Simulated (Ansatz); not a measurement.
CH₅BO (`BCO`), relaxed with RKS PBE-D4/def2-SVP in Ansatz from a rough embedded geometry. The force threshold is 0.03 eV/Å; the program also tests the step.

Charge 0, multiplicity 1.

Start:

```xyz
8

B     0.924   -0.324    0.344
C    -0.394    0.418    0.078
O    -1.299   -0.499   -0.451
H     0.989   -1.215    1.133
H     1.972    0.045   -0.183
H    -0.234    1.289   -0.603
H    -0.797    0.826    1.060
H    -1.162   -0.542   -1.379
```

| step | energy (eV) | largest force (eV/Å) | largest move (Å) |
| --- | --- | --- | --- |
| 1 | -3832.3383 | 1.641 | 0.000 |
| 2 | -3832.4461 | 1.004 | 0.129 |
| 3 | -3832.5011 | 0.518 | 0.061 |
| 4 | -3832.5090 | 0.328 | 0.080 |
| 5 (rejected) | -3832.5089 | 0.483 | 0.051 |
| 6 | -3832.5140 | 0.043 | 0.025 |
| 7 | -3832.5147 | 0.041 | 0.027 |
| 8 | -3832.5176 | 0.286 | 0.109 |
| 9 | -3832.5304 | 0.734 | 0.195 |
| 10 | -3832.5654 | 1.117 | 0.198 |
| 11 | -3832.6362 | 1.211 | 0.184 |
| 12 | -3832.6866 | 1.223 | 0.195 |
| 13 | -3832.7578 | 0.915 | 0.068 |
| 14 | -3832.8630 | 0.424 | 0.122 |
| 15 (rejected) | -3832.8240 | 1.186 | 0.064 |
| 16 | -3832.8825 | 0.182 | 0.031 |
| 17 | -3832.9003 | 0.231 | 0.100 |
| 18 | -3832.9052 | 0.096 | 0.034 |
| 19 (rejected) | -3832.9051 | 0.130 | 0.013 |
| 20 | -3832.9059 | 0.014 | 0.007 |

End:

```xyz
8

B     0.768   -0.389    0.264
C    -0.376    0.680    0.247
O    -0.779   -0.630   -0.395
H     0.916   -1.094    1.242
H     1.593   -0.380   -0.633
H    -0.426    1.510   -0.479
H    -1.038    0.835    1.115
H    -0.659   -0.531   -1.361
```

Hardware: 2 threads of an Arm Neoverse V2 on a shared host. Wall time 17 s, peak host memory 0.13 GiB.
